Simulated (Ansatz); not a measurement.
A YAl₇ cell: a random packing after short dynamics, relaxed.

```
CELL_PARAMETERS angstrom
6.57926 -0.21063 0.00856
-0.19529 7.54271 -0.16453
0.00929 -0.18882 6.02074
ATOMIC_POSITIONS crystal
Al 0.69080 0.15363 0.71289
Al 0.96719 0.36037 0.44155
Al 0.50307 0.85049 0.46714
Al 0.69753 0.61630 0.18727
Al 0.97121 0.36386 0.96499
Al 0.88880 0.91647 0.96360
Al 0.64250 0.16146 0.21993
Al 0.49962 0.85365 0.93703
Al 0.74592 0.60827 0.68029
Al 0.88525 0.91911 0.43349
Al 0.41706 0.40544 0.93572
Al 0.17079 0.64571 0.70211
Al 0.42113 0.40914 0.45868
Al 0.21787 0.12355 0.19827
Y 0.21958 0.07618 0.69834
Y 0.16872 0.69344 0.20211
```

The calculation used Ansatz 0.2.0, DFT PBE, scalar-relativistic, plane waves, PAW.

Settings: cutoff 420 eV, Γ-centred mesh 5×5×6 on the computed 16-atom cell, Gaussian smearing of 0.10 eV; no spin polarisation.

Question: Describe its local order.

Answer: Counting as bonded all pairs within 1.3 times the summed covalent radii:

| atom → neighbour | mean count | mean length (Å) | spread (Å) |
| --- | --- | --- | --- |
| Al → Al | 8.00 | 2.89 | 0.10 |
| Al → Y | 1.86 | 3.10 | 0.18 |
| Y → Al | 13.00 | 3.10 | 0.18 |
| Y → Y | 2.00 | 4.17 | 0.13 |

Angles between all pairs of such bonds at an atom (mean ± spread): 97 ± 33° at Al, 95 ± 35° at Y.

Question: Does it have a gap?

Answer: It has no gap on the mesh. Levels at Γ next to the Fermi level (eV from it): -1.22, -1.18, -0.99, -0.86, -0.38, -0.07, 0.00, 0.48, 0.80, 1.25, 1.70, 1.99. It lies 0.09 eV/atom below the elements' standard states (static lattices, no corrections for gases).

The final mesh leaves forces up to 0.21 eV/Å and stresses up to 2.1 GPa: the relaxation ran on a coarser mesh, so the cell's shape, its bonds and its energy belong partly to that mesh.

Cost: 2 runs of about 4.6 core-minutes in all (earlier runs that led there not counted), on Arm Neoverse V1 (shared hosts).